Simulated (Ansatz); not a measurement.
This geometry of AlH3O + CH4 (10 atoms, charge 0, multiplicity 1) is a first-order saddle point.

Computed with RKS B3LYP-D4/def2-SVP (Ansatz 0.2.0).

```xyz
10
Properties=species:S:1:pos:R:3
Al -0.777 0.495 -0.620
O 1.036 1.018 -0.788
H -1.221 -0.429 -1.831
H -1.698 1.612 0.014
H 0.888 0.168 0.048
C 0.080 -0.686 0.949
H 1.589 0.752 -1.537
H 0.849 -1.478 0.909
H 0.128 -0.197 1.934
H -0.874 -1.255 0.922
```

**Question.** Which two structures does it join? (They come from a converged band through this point; their orientation in space is the band's.)

**Answer.** Bonds broken: H5–C6. Bonds formed: Al1–C6, O2–H5. AlH3O + CH4 becomes CH7AlO.

Image 0:

```xyz
10
Properties=species:S:1:pos:R:3
Al -0.719 0.810 -1.081
O 0.864 1.398 -1.370
H -1.271 -0.426 -1.905
H -1.575 1.655 -0.064
H 0.898 -0.243 0.675
C 0.240 -0.886 1.279
H 1.498 1.019 -1.986
H 0.766 -1.827 1.494
H -0.010 -0.369 2.216
H -0.691 -1.131 0.742
```

Image 6:

```xyz
10
Properties=species:S:1:pos:R:3
Al -0.784 0.288 -0.459
O 1.068 1.083 -0.848
H -0.938 -0.393 -1.904
H -1.658 1.586 -0.150
H 1.738 0.879 -0.178
C -0.276 -0.872 1.065
H 1.422 0.797 -1.704
H 0.459 -1.654 0.800
H 0.132 -0.307 1.925
H -1.163 -1.405 1.453
```

**Question.** How far does it lie above each of them?

**Answer.** 1.42 eV above the first and 0.72 eV above the second. This is the barrier of this one path; another mechanism may lie lower. The orbitals stay closed-shell, which can raise the energy where a bond breaks towards radicals; this wasn't checked here.

The run took 73 s on 2 threads of Intel(R) Xeon(R) Platinum 8375C CPU @ 2.90GHz (Ice Lake) (shared host), peak memory 0.18 GiB.
